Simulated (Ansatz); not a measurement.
Steps of a relaxation of CH7AlSi (`C[SiH2][AlH2]`) with RKS PBE-D4/def2-SVP.

```sh
$ ansatz run in.yaml --threads 2 --pin off --events-out ev --progress --plain --max-ram 4352MiB
```

```yaml
crystal:
  periodic: [false, false, false]
  atoms:
    - {symbol: C, position_ang: [-1.198900, 0.658700, -0.733700]}
    - {symbol: Si, position_ang: [-0.102300, -0.694200, -0.279700]}
    - {symbol: Al, position_ang: [1.505300, 0.110300, 1.207700]}
    - {symbol: H, position_ang: [-1.942600, 0.338500, -1.454300]}
    - {symbol: H, position_ang: [-0.664000, 1.507700, -1.247500]}
    - {symbol: H, position_ang: [-1.741900, 1.112000, 0.165400]}
    - {symbol: H, position_ang: [0.583700, -1.208700, -1.484200]}
    - {symbol: H, position_ang: [-0.830800, -1.748900, 0.357000]}
    - {symbol: H, position_ang: [1.441500, -0.365500, 2.779800]}
    - {symbol: H, position_ang: [3.033100, 0.239000, 0.692600]}
basis:
  gaussian: {orbitals: def2-SVP}
hamiltonian: {xc: pbe, dispersion: d4}
relax: {f_tol: 0.03, max_steps: 200}
```

Positions (Å) and forces (eV/Å) along the path, 6 of 6 steps:

```xyz
10
step=1 energy=-15609.4882 eV
C    -1.199    0.659   -0.734   -1.208    2.593    0.094
Si   -0.102   -0.694   -0.280    0.992    0.012   -0.250
Al    1.505    0.110    1.208    1.489   -0.982    1.147
H    -1.943    0.339   -1.454   -0.801   -0.231   -0.476
H    -0.664    1.508   -1.248   -0.104   -0.400    0.347
H    -1.742    1.112    0.165    0.427   -0.451   -0.802
H     0.584   -1.209   -1.484    0.228   -0.303   -0.468
H    -0.831   -1.749    0.357   -0.800   -1.211    0.598
H     1.442   -0.365    2.780   -0.147    0.508   -0.191
H     3.033    0.239    0.693   -0.077    0.466    0.001
10
step=2 energy=-15609.9536 eV
C    -1.240    0.688   -0.762   -0.595    1.255   -0.031
Si   -0.108   -0.684   -0.288    0.692   -0.258    0.075
Al    1.622   -0.037    1.259    0.519   -0.325    0.344
H    -2.005    0.359   -1.480   -0.282   -0.099   -0.156
H    -0.682    1.522   -1.249   -0.068   -0.145    0.105
H    -1.758    1.117    0.134    0.111   -0.154   -0.298
H     0.582   -1.226   -1.503    0.016   -0.146   -0.213
H    -0.856   -1.784    0.355   -0.364   -0.486    0.149
H     1.435   -0.315    2.844    0.036    0.202   -0.089
H     3.093    0.309    0.692   -0.064    0.156    0.115
10
step=3 energy=-15610.0318 eV
C    -1.230    0.699   -0.752   -0.080    0.408    0.056
Si   -0.076   -0.735   -0.268   -0.262   -0.147   -0.365
Al    1.696   -0.050    1.305    0.058   -0.344    0.006
H    -2.013    0.387   -1.471    0.024   -0.150   -0.002
H    -0.663    1.525   -1.231    0.001   -0.016    0.048
H    -1.747    1.117    0.139    0.051   -0.025   -0.055
H     0.469   -1.313   -1.555    0.218    0.091    0.004
H    -0.964   -1.859    0.204    0.031   -0.032    0.295
H     1.477   -0.230    2.890    0.024    0.123   -0.043
H     3.133    0.407    0.743   -0.065    0.092    0.056
10
step=4 energy=-15610.0722 eV
C    -1.246    0.721   -0.764   -0.018    0.002   -0.020
Si   -0.102   -0.737   -0.304    0.036   -0.159    0.063
Al    1.693   -0.136    1.289   -0.009    0.082   -0.026
H    -2.028    0.386   -1.476    0.020   -0.010    0.006
H    -0.677    1.543   -1.244    0.017   -0.021    0.002
H    -1.754    1.133    0.130    0.004   -0.012    0.026
H     0.536   -1.287   -1.569   -0.098    0.026    0.079
H    -0.935   -1.860    0.301    0.063    0.132   -0.127
H     1.486   -0.223    2.880   -0.014   -0.023   -0.004
H     3.111    0.408    0.761    0.000   -0.017    0.000
10
step=5 energy=-15610.0764 eV
C    -1.239    0.717   -0.758   -0.010    0.026   -0.006
Si   -0.098   -0.743   -0.299    0.003   -0.051   -0.006
Al    1.692   -0.119    1.286   -0.006   -0.003   -0.009
H    -2.019    0.385   -1.473    0.015   -0.009    0.007
H    -0.666    1.538   -1.234    0.003   -0.007    0.002
H    -1.748    1.126    0.138    0.004   -0.006    0.007
H     0.516   -1.295   -1.567   -0.014    0.012    0.012
H    -0.945   -1.859    0.277    0.017    0.032   -0.008
H     1.477   -0.217    2.876   -0.003    0.004   -0.003
H     3.113    0.416    0.757   -0.008    0.003    0.003
10
step=6 energy=-15610.0769 eV
C    -1.231    0.717   -0.753    0.005   -0.005    0.003
Si   -0.097   -0.753   -0.303    0.003    0.003    0.002
Al    1.688   -0.120    1.281   -0.006    0.000   -0.005
H    -2.011    0.389   -1.469   -0.001    0.001    0.000
H    -0.654    1.537   -1.225    0.001    0.002   -0.001
H    -1.737    1.120    0.147   -0.002    0.002    0.002
H     0.507   -1.302   -1.576   -0.003   -0.004   -0.003
H    -0.948   -1.860    0.277   -0.001   -0.002   -0.002
H     1.463   -0.207    2.869    0.000    0.001    0.003
H     3.104    0.428    0.755    0.003    0.002    0.002
```

Run time 14 s (2 threads of an Intel Xeon Platinum 8259CL on a shared host); peak host memory 0.15 GiB.
